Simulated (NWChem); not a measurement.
**One shape, several levels: H3O+ (oxonium)**

We compute a comparison of 6 runs (HF/aug-cc-pVTZ, PBE/aug-cc-pVTZ, SVWN5/aug-cc-pVTZ, r2SCAN/aug-cc-pVTZ, MP2/aug-cc-pVTZ, CCSD(T)/aug-cc-pVTZ) of H3O+ (oxonium). 

The calculation is run with NWChem 7.3.0.

## (1) Starting point

The species is H3O+ (4 atoms), meant as a singlet with charge +1. As SMILES, `[OH3+]`. One bond was lengthened or shortened from a relaxed shape.

Bond lengths: O1–H2 0.978 Å, O1–H3 1.125 Å, O1–H4 0.978 Å. Angles: H2–O1–H3 113.0°, H2–O1–H4 113.0°, H3–O1–H4 113.0°.

## (2) The energy at HF/aug-cc-pVTZ (run 1)

run.xyz reads:

```xyz
4
H3O energy
O      0.270577    -0.009973     0.054407
H      0.307667     0.965167     0.122307
H     -0.408890    -0.368290    -0.767380
H      0.096467    -0.446723     0.912187
```

run.nw reads:

```
start run
title "H3O energy"
memory total 2200 mb
charge 1

geometry noautosym nocenter noautoz
   load format xyz run.xyz
end

basis spherical bse
   * library aug-cc-pVTZ
end

scf
   thresh 1e-08
   maxiter 80
   noprint "final vectors analysis"
end

task scf
```

Launch:

```
$ nwchem run.nw > run.out
```

The log of the run:

```text
[...]
  functions       =   115
[...]
  wavefunction    = RHF
[...]
         Total SCF energy =    -76.321652748671
      One-electron energy =   -127.562693807583
      Two-electron energy =     37.894987729383
 Nuclear repulsion energy =     13.346053329528
        Time for solution =     28.3s
[...]
```

Wall time 29 s (1 thread of Intel Xeon Platinum 8259CL at 2.50GHz (Skylake/Cascade Lake), shared host); peak memory 0.11 GiB.

## (3) The energy at PBE/aug-cc-pVTZ (run 2)

run.py reads:

```python
from ase import Atoms
from ase.calculators.nwchem import NWChem

system = Atoms(['O', 'H', 'H', 'H'], positions=[
    [0.270577, -0.009973, 0.054407],
    [0.307667, 0.965167, 0.122307],
    [-0.408890, -0.368290, -0.767380],
    [0.096467, -0.446723, 0.912187],
])

calc = NWChem(
    label='h3o',
    theory='dft',
    memory='2200 mb',
    basis='aug-cc-pVTZ',
    basispar='spherical bse',
    charge=1,
    dft={'xc': 'xpbe96 cpbe96', 'mult': '1', 'grid': 'fine', 'convergence': 'energy 1e-08', 'iterations': '100', 'mulliken': None},
    task='energy',
)
system.calc = calc

print(f"energy = {system.get_potential_energy():.6f} eV")
print("dipole (e A):", system.get_dipole_moment().round(4))
```

Launch:

```
$ export ASE_NWCHEM_COMMAND="nwchem PREFIX.nwi > PREFIX.nwo"
$ python run.py
```

The log of the run:

```text
energy = -2085.500567 eV
dipole (e A): [-0.1001  0.0606  0.0815]
```

The calculator wrote h3o.nwi:

```
title "h3o"

permanent_dir h3o

scratch_dir h3o

start h3o

geometry units angstrom nocenter noautosym noautoz
  O  2.7057700000000001e-01 -9.9729999999999992e-03 5.4406999999999997e-02
  H  3.0766700000000002e-01 9.6516700000000000e-01 1.2230700000000000e-01
  H  -4.0888999999999998e-01 -3.6829000000000001e-01 -7.6737999999999995e-01
  H  9.6466999999999997e-02 -4.4672299999999998e-01 9.1218699999999997e-01
end

charge 1

memory 2200 mb

basis spherical bse noprint
   * library aug-cc-pVTZ
end

dft
  xc xpbe96 cpbe96
  mult 1
  grid fine
  convergence energy 1e-08
  iterations 100
  mulliken
end

task dft energy
```

h3o.nwo, shortened:

```text
[...]
      One electron energy =     -127.551640348961
[... 1 line left out ...]
    Exchange-Corr. energy =       -9.275694747217
[... 6 lines left out ...]
                       DFT Final Molecular Orbital Analysis
[... 824 lines left out ...]
    Atom       Charge   Shell Charges
[...]
```

Run time: 22 s. Hardware: 1 thread of Intel Xeon Platinum 8259CL at 2.50GHz (Skylake/Cascade Lake), shared host; peak memory 0.12 GiB.

Runs 3 to 4 aren't shown in full; the table further down has their settings and results.

## (4) A single-point energy at MP2/aug-cc-pVTZ (run 5)

run.py reads:

```python
from ase import Atoms
from ase.calculators.nwchem import NWChem

mol = Atoms(['O', 'H', 'H', 'H'], positions=[
    [0.270577, -0.009973, 0.054407],
    [0.307667, 0.965167, 0.122307],
    [-0.408890, -0.368290, -0.767380],
    [0.096467, -0.446723, 0.912187],
])

calc = NWChem(
    label='test',
    theory='mp2',
    memory='2200 mb',
    basis='aug-cc-pVTZ',
    basispar='spherical bse',
    charge=1,
    scf={'nopen': '0', 'rhf': None, 'thresh': '1e-08', 'maxiter': '80'},
    mp2={'freeze': 'core 1', 'tight': None},
    task='energy',
)
mol.calc = calc

print("Total energy (eV):", round(mol.get_potential_energy(), 6))
```

Launch:

```
$ export ASE_NWCHEM_COMMAND="nwchem PREFIX.nwi > PREFIX.nwo"
$ python run.py
```

The log of the run:

```text
Total energy (eV): -2084.02618
```

The calculator wrote test.nwi:

```
title "test"

permanent_dir test

scratch_dir test

start test

geometry units angstrom nocenter noautosym noautoz
  O  2.7057700000000001e-01 -9.9729999999999992e-03 5.4406999999999997e-02
  H  3.0766700000000002e-01 9.6516700000000000e-01 1.2230700000000000e-01
  H  -4.0888999999999998e-01 -3.6829000000000001e-01 -7.6737999999999995e-01
  H  9.6466999999999997e-02 -4.4672299999999998e-01 9.1218699999999997e-01
end

charge 1

memory 2200 mb

basis spherical bse noprint
   * library aug-cc-pVTZ
end

scf
  nopen 0
  rhf
  thresh 1e-08
  maxiter 80
end
mp2
  freeze core 1
  tight
end

task mp2 energy
```

test.nwo:

```text
Northwest Computational Chemistry Package (NWChem) 7.3.0
             --------------------------------------------------------

           Job information
           ---------------

    nwchem branch   = 7.3.0
    use scalapack   = T
    input           = test.nwi
    prefix          = test.
    data base       = test/test.db
    status          = startup
    nproc           =        1

           Memory information
           ------------------

    heap     =     72089600 doubles =      550.0 Mbytes
    stack    =     72089597 doubles =      550.0 Mbytes
    global   =    144179200 doubles =     1100.0 Mbytes (distinct from heap & stack)
    total    =    288358397 doubles =     2200.0 Mbytes
    verify   = yes
    hardfail = no

           Directory information
           ---------------------

  0 permanent = test
  0 scratch   = test

                                NWChem Input Module
                                -------------------

                                       test
                                       ----

[... 106 lines left out ...]
 Convergence threshold     :          1.000E-08
[... 13 lines left out ...]
       Final RHF  results
[... 3 lines left out ...]
      One-electron energy =   -127.562693807586
[... 1 line left out ...]
 Nuclear repulsion energy =     13.346053329528
[... 23 lines left out ...]
                       ROHF Final Molecular Orbital Analysis
[... 274 lines left out ...]
 Semi-direct pass number   1 of   1  for RHF alpha+beta  at       30.7s
 Done moints_semi at       35.0s
 Done maket at       35.2s
 Done multipass loop at       35.2s

          -------------------------------------------
          SCF energy                 -76.321652748685
          Correlation energy          -0.264897384772
          Singlet pairs               -0.171843909679
          Triplet pairs               -0.093053475093
          Total MP2 energy           -76.586550133457
          -------------------------------------------

          ---------------------------------------------------
                    Spin Component Scaled (SCS) MP2
          Same spin pairs                     -0.062035650062
          Same spin scaling factor             0.333333333333
          Opposite spin pairs                 -0.202861734710
          Opposite spin scaling fact.          1.200000000000
          SCS-MP2 correlation energy          -0.264112631673
          Total SCS-MP2 energy               -76.585765380358
          ---------------------------------------------------

 -----------------------
 Task  times  cpu:       35.1s     wall:       35.1s
 Total times  cpu:       35.2s     wall:       35.2s
```

Run time: 37 s. Hardware: 1 thread of Intel Xeon Platinum 8259CL at 2.50GHz (Skylake/Cascade Lake), shared host; peak memory 0.21 GiB.

## (5) The energy at CCSD(T)/aug-cc-pVTZ (run 6)

run.nw reads:

```
START run
TITLE "H3O"
memory 2200 mb
charge 1

GEOMETRY noautosym nocenter noautoz
O      0.270577    -0.009973     0.054407
H      0.307667     0.965167     0.122307
H     -0.408890    -0.368290    -0.767380
H      0.096467    -0.446723     0.912187
END

BASIS spherical bse
* library aug-cc-pVTZ
END

SCF
singlet
rhf
thresh 1e-08
maxiter 80
noprint "final vectors analysis"
END

CCSD
freeze core 1
maxiter 60
END

TASK ccsd(t) energy
```

Launch:

```
$ nwchem run.nw > run.out
```

The log of the run:

```text
[...]
  functions       =   115
[...]
  wavefunction    = RHF
[...]
         Total SCF energy =    -76.321652748680
      One-electron energy =   -127.562693807594
      Two-electron energy =     37.894987729386
 Nuclear repulsion energy =     13.346053329528
        Time for solution =     28.0s
[...]
 Total MP2 energy:            -76.586550133448867
[...]
             energy      energy      error      ampl     ampl      Block
                                                time     time      time
[...]
 Total CCSD energy:            -76.594051786478602
[...]
 Total CCSD+T(CCSD) energy:            -76.602094525004347
[...]
 Total CCSD(T) energy:                 -76.601904432364421
[...]
```

It took 4.4 min on 1 thread of Intel Xeon Platinum 8259CL at 2.50GHz (Skylake/Cascade Lake), shared host; peak memory 0.22 GiB.

## (6) All runs side by side

| run | level | iteration cap | module | energy (Eh) | wall time |
| --- | --- | --- | --- | --- | --- |
| 1 | HF/aug-cc-pVTZ | 80 | scf | -76.321653 | 29 s |
| 2 | PBE/aug-cc-pVTZ | 100 | dft | -76.640733 | 22 s |
| 3 | SVWN5/aug-cc-pVTZ | 100 | dft | -76.162475 | 18 s |
| 4 | r2SCAN/aug-cc-pVTZ | 100 | dft | -76.684082 | 26 s |
| 5 | MP2/aug-cc-pVTZ | 80 | mp2 | -76.586550 | 37 s |
| 6 | CCSD(T)/aug-cc-pVTZ | 80 | ccsd(t) | -76.601904 | 4.4 min |

## (7) Summary of results

| quantity | value |
| --- | --- |
| run 6: total energy | -76.60190 Eh |
| run 6: correlation energy (1 core orbital frozen) | -280.3 mEh |
| run 6: (T) correction | -7.85 mEh |

What this shows: Below the HF energy at the same shape and in the same basis (aug-cc-pVTZ): MP2 -264.9 mEh; CCSD(T) -280.3 mEh. Over runs 2, 3, 4 the HOMO–LUMO gap runs from 9.34 eV (PBE/aug-cc-pVTZ) to 10.61 eV (r2SCAN/aug-cc-pVTZ). Totals of different functionals can't be ranked against each other. All runs together took 6.6 min, the longest 4.4 min.
